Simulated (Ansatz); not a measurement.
The end point of a relaxation of Ge. Space group Fd-3m (No. 227), diamond type. Computed with PBE (plane waves to 420 eV, PAW, scalar-relativistic; Ansatz, a first-principles code).

```cif
data_Ge8
_chemical_formula_sum 'Ge8'
_space_group_name_H-M_alt 'Fd-3m :1'
_space_group_IT_number 227
_space_group_name_Hall 'F 4d 2 3 -1d'
_cell_length_a 5.76207
_cell_length_b 5.76207
_cell_length_c 5.76207
_cell_angle_alpha 90.000
_cell_angle_beta 90.000
_cell_angle_gamma 90.000
loop_
_atom_site_label
_atom_site_type_symbol
_atom_site_symmetry_multiplicity
_atom_site_Wyckoff_symbol
_atom_site_fract_x
_atom_site_fract_y
_atom_site_fract_z
_atom_site_occupancy
Ge1 Ge 8 b 0.50000 0.50000 0.50000 1
```
(The calculation used a cell of 2 atoms; values per cell refer to that cell.)

Question: Give the band gap at the level PBE.

Answer: Zero (the bands touch at this level, without spin-orbit coupling).

No spin polarisation in the result.

Measured for Ge: a 5.644 Å (static lattice; corrected from measurement; as listed in Daniel Mejia-Rodriguez, S. B. Trickey, Phys. Rev. B (2018)); gap 0.792 eV (static lattice; corrected from measurement; as listed in Anna Miglio et al., npj Computational Materials (2020)). Computed minus measured — a: PBE +2.1 %; gap: PBE -0.79 eV. The computed values are for a static lattice, and a measured gap can be an optical one, lowered by exciton binding.

It was reached from a disturbed copy of a P4₂/mnm (No. 136) cell, against which it lies -0.33 eV/atom.
